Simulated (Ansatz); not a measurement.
Geometry optimisation, RKS revPBE/def2-SVP in Ansatz.

input.yaml

```yaml
crystal:
  periodic: [false, false, false]
  atoms:
    - { symbol: Si, position_ang: [0.0, 0.0, 0.0] }
    - { symbol: H, position_ang: [0.0, 0.0, 1.46] }
    - { symbol: H, position_ang: [1.3768, 0.0, -0.4862] }
    - { symbol: H, position_ang: [-0.6877, 1.1914, -0.4862] }
    - { symbol: O, position_ang: [-0.7913, -1.3709, -0.5594] }
    - { symbol: C, position_ang: [-1.5365, -2.2685, 0.2501] }
    - { symbol: H, position_ang: [-1.2251, -2.1576, 1.3097] }
    - { symbol: H, position_ang: [-2.6187, -2.04, 0.1571] }
    - { symbol: H, position_ang: [-1.349, -3.3106, -0.083] }
basis:
  gaussian: { orbitals: def2-SVP }
hamiltonian:
  xc: revpbe
relax:
  f_tol: 0.02
  max_steps: 40
output:
  orbitals: {}
```

Command:

```bash
$ ansatz run input.yaml --threads 1 --pin off --max-ram 2048MiB --backend cpu --events-out ev --progress --plain --runs-dir out
```

Q: Where does it end, and by what steps?

A: The run converged. After 7 steps the energy has fallen by 0.136 eV; O5 moved furthest, 0.55 Å.

| step | energy less start (eV) | largest force component (eV/Å) | accepted |
| --- | --- | --- | --- |
| 0 | 0.0000 | 0.967 | yes |
| 1 | -0.0788 | 0.271 | yes |
| 2 | -0.0887 | 0.110 | yes |
| 3 | -0.1122 | 0.069 | yes |
| 4 | -0.1140 | 0.443 | yes |
| 5 | -0.1236 | 0.431 | yes |
| 6 | -0.1352 | 0.042 | yes |
| 7 | -0.1355 | 0.008 | yes |

```xyz
9
Properties=species:S:1:pos:R:3
Si 0.054 -0.036 0.043
H 0.295 0.168 1.521
H 1.319 0.211 -0.722
H -1.012 0.941 -0.394
O -0.385 -1.628 -0.297
C -1.536 -2.259 0.245
H -1.519 -2.289 1.360
H -2.482 -1.759 -0.071
H -1.566 -3.307 -0.123
```

Whether the end is a true minimum wasn't checked by a vibrational analysis.

Run time: 18 s on 1 thread of Arm Neoverse V1, on a shared host, peak memory 0.13 GiB.
